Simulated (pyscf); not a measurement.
Single points on ωB97X-D3(BJ)/def2-SVP structures (PySCF, gas phase).

Problem. For H₃C–AlH–CH₃ + H₂S → H₃C–Al(CH₃)–SH + H₂, a four-centre exchange (singlet surface; Al–H, H–S broken, Al–S, H–H formed), PBE/def2-TZVP gives ΔE‡ = -0.25 eV and ΔE = -1.11 eV (zero: the separated reactants). In which direction and how far do B3LYP-D3(BJ)/def2-TZVP, PBE0-D3(BJ)/def2-TZVP, ωB97M-D3(BJ)/def2-TZVP move these?

Solution. B3LYP-D3(BJ): ΔE‡ = -0.07 eV, ΔE = -1.12 eV; PBE0-D3(BJ): ΔE‡ = -0.23 eV, ΔE = -1.14 eV; ωB97M-D3(BJ): ΔE‡ = 0.02 eV, ΔE = -1.08 eV. PBE's barrier lies under all of them, by 0.02 to 0.28 eV. Its reaction energy lies among theirs. On the reactant side the descent ends in an adduct with a Al–S contact, 0.65 eV under the separated species and 0.54 eV under the saddle at ωB97X-D3(BJ)/def2-TZVP. At PBE, B3LYP-D3(BJ), PBE0-D3(BJ) the saddle lies under the separated reactants, which points to a path from their complex (located at ωB97X-D3(BJ) alone). What is counted as formed (Al–S) is already present as a longer contact in the reactant adduct; forming that adduct is a step of its own. At ωB97X-D3(BJ) the barrier from the zero used here is -0.12 eV. This is the saddle that the search found; another between the same sides may lie lower.
